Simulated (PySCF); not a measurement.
`OCP1(=S)CC1`: 4 charge schemes on one density

Species: C3H7OPS.
Cartesian coordinates in Å at the GFN2-xTB level; atoms count from 1:
```
atom  x, y, z in Å
O1     2.2442    0.8859   -0.8015
C2     1.4699    0.4121    0.2509
P3     0.0147   -0.5452   -0.4313
S4     0.4166   -1.8918   -1.7736
C5    -1.3402   -0.5823    0.7857
C6    -1.5058    0.4533   -0.3515
H7     2.4658    0.1474   -1.3893
H8     2.0385   -0.2592    0.9146
H9     1.1156    1.2740    0.8197
H10   -1.1881   -0.1926    1.7829
H11   -2.0064   -1.4346    0.7551
H12   -2.2690    0.2359   -1.0876
H13   -1.4601    1.4975   -0.0757
```

Density: PBE0/pcSseg-1 (PySCF); schemes: Mulliken, IAO, Hirshfeld and ESP-fitted. The structure is a single GFN2-xTB conformer in the gas phase; no vibrational or solvent corrections.

Q: What partial charge does each atom carry?

A: In e; atoms taken as equivalent share a row and are averaged (×n: the atom named and its like, n in all):

| atom | environment | Mulliken | IAO | Hirshfeld | ESP-fitted |
| --- | --- | --- | --- | --- | --- |
| O1 | alcohol oxygen | -0.431 | -0.527 | -0.219 | -0.551 |
| C2 | carbinol carbon (C–OH) | -0.058 | -0.235 | -0.024 | +0.051 |
| P3 | phosphorus bonded to 3 C and S | +0.367 | +0.959 | +0.300 | +0.142 |
| S4 | sulfur bonded to P | -0.365 | -0.565 | -0.308 | -0.325 |
| C5/C6 | sp3 carbon bound to phosphorus | -0.363 | -0.491 | -0.115 | -0.295 |
| H7 | hydroxyl hydrogen | +0.244 | +0.358 | +0.151 | +0.388 |
| H8/H9 | methylene hydrogen | +0.146 | +0.155 | +0.052 | +0.121 |
| H10/H13 | methylene hydrogen | +0.162 | +0.165 | +0.055 | +0.149 |
| H11/H12 | methylene hydrogen | +0.177 | +0.176 | +0.059 | +0.173 |

Mean size of the charges over all atoms: IAO 0.355 e, Mulliken 0.243 e, ESP-fitted 0.226 e, Hirshfeld 0.120 e. Each set sums to the total charge, 0, to within 0.001 e. The Mulliken scheme counts on each atom the diagonal of the density matrix times the overlap matrix over that atom's basis functions. The Hirshfeld scheme divides the density at each point in proportion to the densities of the neutral, spherically averaged free atoms.

Some averages cover members that differ in this geometry: H8/H9, ESP-fitted +0.080 to +0.163; C5/C6, ESP-fitted -0.335 to -0.256; H11/H12, ESP-fitted +0.157 to +0.189 e.

Lowest charge. The schemes don't all agree: Mulliken O1 (-0.431); IAO S4 (-0.565); Hirshfeld S4 (-0.308); ESP-fitted O1 (-0.551).

Highest charge. The schemes don't all agree: Mulliken P3 (+0.367); IAO P3 (+0.959); Hirshfeld P3 (+0.300); ESP-fitted H7 (+0.388).

Q: How closely do the schemes follow one another over all atoms?

A: Correlation coefficient and root-mean-square difference: IAO with Hirshfeld 0.96, 0.282 e; Mulliken with IAO 0.95, 0.191 e; Mulliken with ESP-fitted 0.94, 0.095 e; Mulliken with Hirshfeld 0.93, 0.140 e; Hirshfeld with ESP-fitted 0.84, 0.157 e; IAO with ESP-fitted 0.81, 0.262 e.

Q: How many electrons does the IAO scheme count on P3?

A: Z − q = 15 − (+0.959) = 14.041.

The run behind these numbers computed NMR shieldings as well. Cost: about 50 s of CPU time on one thread; the machine was shared, so the figure is rough.
